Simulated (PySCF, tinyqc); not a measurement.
LCCD on RHF in the sto-6g basis, for HF, spin multiplicity 1, step by step. The lowest restricted solution is unstable here: a spin-polarised one lies 0.0239 hartree lower (PySCF). One step of it, computed by the program tinyqc.

Question. LCCD: starting amplitudes. t_ij^ab = <ij||ab> / (e_i + e_j - e_a - e_b), whose energy is MP2.

orbital energies (hartree): MO1 -26.268526, MO2 -1.420767, MO3 -0.473212, MO4 -0.473212, MO5 -0.453180, MO6 0.278377

Two-electron integrals over orbitals (pq|rs), unique and non-zero (hartree):
```
(11|11) 5.382723    (21|11) -0.538466   (21|21) 0.086803    (22|11) 1.261738
(22|21) -0.024788   (22|22) 0.883783    (31|31) 0.030343    (32|31) 0.040279
(32|32) 0.191570    (33|11) 1.265990    (33|21) -0.014330   (33|22) 0.902152
(33|33) 0.998085    (41|41) 0.030343    (42|41) 0.040279    (42|42) 0.191570
(43|43) 0.053789    (44|11) 1.265990    (44|21) -0.014330   (44|22) 0.902152
(44|33) 0.890506    (44|44) 0.998085    (51|11) 0.082177    (51|21) -0.013026
(51|22) 0.004920    (51|33) 0.002098    (51|44) 0.002098    (51|51) 0.016876
(52|11) -0.104758   (52|21) 0.004231    (52|22) -0.044864   (52|33) -0.057186
(52|44) -0.057186   (52|51) 0.020533    (52|52) 0.126281    (53|31) -0.005548
(53|32) -0.022447   (53|53) 0.032823    (54|41) -0.005548   (54|42) -0.022447
(54|54) 0.032823    (55|11) 0.861765    (55|21) -0.007731   (55|22) 0.672950
(55|33) 0.658125    (55|44) 0.658125    (55|51) -0.001573   (55|52) -0.008568
(55|55) 0.653149    (61|11) 0.089488    (61|21) -0.014865   (61|22) 0.002993
(61|33) 0.002341    (61|44) 0.002341    (61|51) -0.013401   (61|52) -0.022514
(61|55) 0.004100    (61|61) 0.018928    (62|11) -0.129394   (62|21) 0.003806
(62|22) -0.070613   (62|33) -0.070366   (62|44) -0.070366   (62|51) -0.019926
(62|52) -0.083757   (62|55) -0.020763   (62|61) 0.019310    (62|62) 0.090620
(63|31) -0.005701   (63|32) -0.023402   (63|53) -0.023878   (63|63) 0.027986
(64|41) -0.005701   (64|42) -0.023402   (64|54) -0.023878   (64|64) 0.027986
(65|11) -0.440021   (65|21) 0.006777    (65|22) -0.259028   (65|33) -0.261522
(65|44) -0.261522   (65|51) 0.001330    (65|52) 0.069547    (65|55) -0.088123
(65|61) -0.003750   (65|62) 0.029265    (65|65) 0.248415    (66|11) 0.817994
(66|21) -0.008251   (66|22) 0.624015    (66|33) 0.609631    (66|44) 0.609631
(66|51) 0.008365    (66|52) 0.038536    (66|55) 0.635203    (66|61) -0.006173
(66|62) -0.047584   (66|65) -0.026746   (66|66) 0.658072
```

Give: Starting amplitudes; correlation energy.

Answer.

Starting amplitudes (spin orbitals 1a, 1b, ...; amplitudes related by a flip of all spins are not repeated):

| from | to | t |
|---|---|---|
| 5a 5b | 6a 6b | -0.1698 |
| 2a 2b | 6a 6b | -0.0267 |
| 4a 4b | 6a 6b | -0.0186 |
| 3a 3b | 6a 6b | -0.0186 |
| 2a 5b | 6a 6b | -0.0120 |
| 1a 2b | 6a 6b | -0.0007 |
| 1a 1b | 6a 6b | -3.56e-04 |
| 1a 5b | 6a 6b | 1.37e-04 |

correlation energy = -0.046375 hartree
